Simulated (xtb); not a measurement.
H$_{3}$Si, charge +2, doublet, at a GFN2-xTB geometry of the parent state (a state made from the parent by changing its charge; the spin is typed, not shown lowest).

Input for xtb:
```
$ xtb mol.xyz --gfn 1 --chrg 2 --uhf 1 --json

# file mol.xyz
4

Si     0.00172380     0.00046639     0.05606838
H     -0.01025152     1.41163100    -0.27334508
H      1.21691602    -0.70748096    -0.29344641
H     -1.23079768    -0.71067955    -0.21816587
```

Question: Predict the partial charges in atom order from GFN1-xTB in xtb.

Answer: Si1 1.01, H2 0.33, H3 0.33, H4 0.33

Question: What total energy does GFN1-xTB give?

Answer: -2.063976 Ha
